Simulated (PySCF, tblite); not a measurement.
Isomers of C3H5ClNO (doublet state), one GFN2-xTB conformer each. Single-point energies are computed at B3LYP/pcH-1 (PySCF, gas phase, no added dispersion term), electronic only. GFN2-xTB treats the open shell by occupation alone, and not every SCF solution was tested for stability.

Question: Rank them by B3LYP/pcH-1 energy, lowest first (kcal/mol).
A. `[NH2:1][C:2](=[O:3])[CH2:4][CH:5][Cl:6]` (doublet state) with H–N1–C2–O3 170° and 6°, N1–C2–C4–C5 75°, C2–C4–C5–Cl6 -77°
B. `[NH2:1][C:2](=[O:3])[CH:4][CH2:5][Cl:6]` (doublet state) with H–N1–C2–O3 172° and 6°, N1–C2–C4–C5 177°, C2–C4–C5–Cl6 -111°
C. `[NH:1][C:2](=[O:3])[CH2:4][CH2:5][Cl:6]` (doublet state) with H–N1–C2–O3 0°, N1–C2–C4–C5 148°, C2–C4–C5–Cl6 51°

Answer: B (0.0), A (6.0), C (30.0).

GFN2-xTB itself gives, in the same order: 0.2, 0.0, 11.3. GFN2-xTB puts NC(=O)C[CH]Cl lowest instead; measured from each level's own lowest isomer, the values differ by up to 18.7 kcal/mol ([NH]C(=O)CCCl: 11.3 against 30.0).

Question: What happens when harmonic zero-point energies from GFN2-xTB frequencies are added?

Answer: 
```csv
SMILES,ZPE (kcal/mol),electronic (kcal/mol),with ZPE (kcal/mol)
NC(=O)[CH]CCl,47.9,0.0,0.0
NC(=O)C[CH]Cl,48.5,6.0,6.5
[NH]C(=O)CCCl,49.3,30.0,31.3
```

The zero-point energies span 1.4 kcal/mol. The order is unchanged.

Question: As an exercise, what shares would exp(−E/RT) give at 2000 K from these electronic energies alone (no entropy, no degeneracies)?

Answer: RT = 3.974 kcal/mol: NC(=O)[CH]CCl 81.9 %, NC(=O)C[CH]Cl 18.0 %, [NH]C(=O)CCCl under 0.1 %.
